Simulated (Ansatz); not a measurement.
A structure relaxed at r2SCAN-D4/def2-TZVP in Ansatz, charge 0, singlet:

```xyz
8

Si    0.233   -0.634   -0.571
C    -0.260    0.707    0.636
H    -0.579    0.275    1.587
H    -1.085    1.302    0.240
H     0.578    1.379    0.833
H     0.647   -0.043   -1.871
H    -0.905   -1.559   -0.820
H     1.371   -1.428   -0.036
```

Problem. Give its formula, name or SMILES and point group.

Solution. SiMeH3 (CH6Si). Point group C3v (tolerance 0.1 Å).

Problem. Summarise the bond lengths by kind (pairs closer than 1.2 times the sum of covalent radii, bridged metal pairs left out).

Solution. 1 × C–Si 1.87 Å; 3 × H–Si 1.49 Å; 3 × C–H 1.09 Å.
